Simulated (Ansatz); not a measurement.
**Active spaces for CF2, singlet**

Calculated in Ansatz's Gaussian-basis code. Basis cc-pVDZ, nonrelativistic, 3 orbitals frozen in the corrections. State-specific CASSCF; RHF is the lowest restricted (open-shell) Hartree–Fock solution met. No symmetry is imposed, so a solution can break that of the shape. Lower solutions, or ones in other orbitals, may exist.

Geometry:

```xyz
3

C     0.0000    0.0000   -0.5438
F     0.0000    0.9419    0.1813
F     0.0000   -0.9419    0.1813
```

Q: What do CASSCF and its corrections give against RHF in CAS(2,2), and what are the occupations?

A: CASSCF -0.497 eV, SC-NEVPT2 -12.695 eV; occupations 1.95, 0.05.
